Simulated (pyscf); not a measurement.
Single points on ωB97X-D3(BJ)/def2-SVP structures (PySCF, gas phase).

`[CH4]` + `[CH3][In]([NH2])[NH2]` → `[CH3][In]([CH3])[NH2]` + `[NH3]`
Surface: singlet. Broken: C–H, In–N. Formed: C–In, H–N. Give ΔE‡ and ΔE from ωB97X-D3(BJ)/def2-TZVP, relative to the separated reactants.

ΔE‡ = 126.4 kJ/mol, ΔE = +33.1 kJ/mol. ωB97M-D3(BJ)/def2-TZVP gives 132.4 kJ/mol and +32.3 kJ/mol. Zero-point energy shifts the barrier by -4.3 kJ/mol. It is a four-centre exchange, with an imaginary mode of 1578i cm⁻¹. On the product side the descent ends in an adduct with a In–N contact, 77.0 kJ/mol under the separated species and 170.3 kJ/mol under the saddle at ωB97X-D3(BJ)/def2-TZVP. What is counted as broken (In–N) persists as a longer contact in the product adduct; parting that adduct is a step of its own. One saddle was located; it need not be the lowest between these sides. Elements past Kr carry the def2 core potentials, without spin-orbit coupling.
